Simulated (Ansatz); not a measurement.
The input, for Ansatz 0.2.0:

```yaml
crystal:
  periodic: [false, false, false]
  atoms:
    - {symbol: Ge, position_ang: [0.000034, -0.000003, -0.018730]}
    - {symbol: H, position_ang: [1.465006, 0.016889, 0.452573]}
    - {symbol: H, position_ang: [-0.748285, 1.261093, 0.448403]}
    - {symbol: H, position_ang: [-0.719150, -1.277779, 0.448837]}
basis:
  gaussian: {orbitals: cc-pVDZ}
total_charge: 1
magnetization: {spin_polarized: false}
correlation: {method: ccsdt_q, electrons: outside_noble_gas}
```

```sh
$ ansatz run in.yaml --threads 1 --pin off --events-out ev --progress --plain --max-ram 2393MiB
```

Output:

```
821 factors; integrals over basis functions are off by at most 1.4e-7 eV
mean field evaluation 1: about -56510.3462 eV, gradient 8.7e0 eV
mean field evaluation 2: about -56510.3480 eV, gradient 8.7e0 eV
mean field evaluation 4: about -56510.6972 eV, gradient 3.2e-1 eV
mean field evaluation 8: about -56510.6977 eV, gradient 7.5e-7 eV
mean field -56510.69773391 eV, -2076.7298373944 hartree, gradient 9.4e-7 eV, S^2 0.000000; 0 other end points of the search recorded, 0 dependent functions left out
14 core orbitals not correlated: weight in the atoms' cores, before any rotation towards them, 1.000 or more for the frozen orbitals, at most 0.000 for the correlated occupied ones
reference -56510.69773391 eV, -2076.7298373944 hartree; 3, 3 occupied and 25, 25 virtual orbitals, 821 factors
second order -2.26125991 eV of doubles, -0.00000000 eV of singles
cycle   1  -2.74399221 eV  change   -4.8e-1 eV  update   5.6e-2
cycle   2  -2.99700437 eV  change   -2.5e-1 eV  update   2.4e-2
cycle   3  -3.00823561 eV  change   -1.1e-2 eV  update   5.9e-3
cycle   4  -3.01093658 eV  change   -2.7e-3 eV  update   2.2e-3
cycle   5  -3.01041018 eV  change    5.3e-4 eV  update   6.1e-4
cycle   6  -3.01034010 eV  change    7.0e-5 eV  update   1.9e-4
cycle   7  -3.01043979 eV  change   -1.0e-4 eV  update   5.8e-5
cycle   8  -3.01043987 eV  change   -8.6e-8 eV  update   1.4e-5
cycle   9  -3.01043229 eV  change    7.6e-6 eV  update   3.7e-6
cycle  10  -3.01043247 eV  change   -1.8e-7 eV  update   1.2e-6
cycle  11  -3.01043249 eV  change   -2.5e-8 eV  update   4.1e-7
perturbative correction -0.00099436 eV, -0.0000365421 hartree
Total energy: -56513.70916076 eV, -2076.8405052901 hartree
```

For the same geometry and basis full CI lies 0.2 meV lower.

Ran on 1 thread of Intel Xeon, shared host: 3.2 s wall, 0.2 GiB peak host memory.
